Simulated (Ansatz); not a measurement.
# Be2+ (quartet): from Hartree-Fock to the top rungs, def2-QZVPP

The task here is to estimate one member of a computed series from the others.

The runs use Ansatz 0.2.0, Gaussian basis; def2-QZVPP, core rule «outside noble gas», up to 2 orbitals frozen.

To be run: UHF; ROHF; CCSD(T) on UHF.

### What is computed

The geometry is a PBE0/def2-TZVP stationary point (not a proven minimum) of the parent state, kept for this charge and spin.

2 atoms, charge 1, spin multiplicity 4.

Atoms are counted from 1 here; the program's logs count them from 0.

No contacts short enough for the rule that draws bonds.

Set-up of the first run:

in.yaml reads:

```yaml
crystal:
  periodic: [false, false, false]
  atoms:
    - {symbol: Be, position_ang: [0.000000, 0.000000, 0.000000]}
    - {symbol: Be, position_ang: [0.000000, 0.000000, 2.227000]}
basis:
  gaussian: {orbitals: "def2-QZVPP.json"}
total_charge: 1
magnetization: {spin_polarized: true, initial_magnetization: 3}
hamiltonian: {xc: hf}
output: {orbitals: {seedname: orbitals}}
```

Run with:

```sh
ansatz run in.yaml --threads 1 --pin off --events-out ev --progress --plain --max-ram 2393MiB
```

Steps of the session up to this table: UHF; ROHF; CCSD(T) on UHF.

One of the session's tables, all rows but one given; the rest of the session is left out.

It belongs to the step «Misses and costs». 

| method | from UCCSD(T) (kJ/mol) |
| --- | --- |
| ROHF | +18.9 |
| UHF | +18.7 |
| UMP2 | +7.7 |
| UCCSD | ? |
| UCCSD(T) | 0 |

Estimate the missing values for UCCSD.

**Answer.** from UCCSD(T) (kJ/mol): +0.1. In the column «from UCCSD(T) (kJ/mol)» it lies between UCCSD(T) (0) and UMP2 (+7.7).
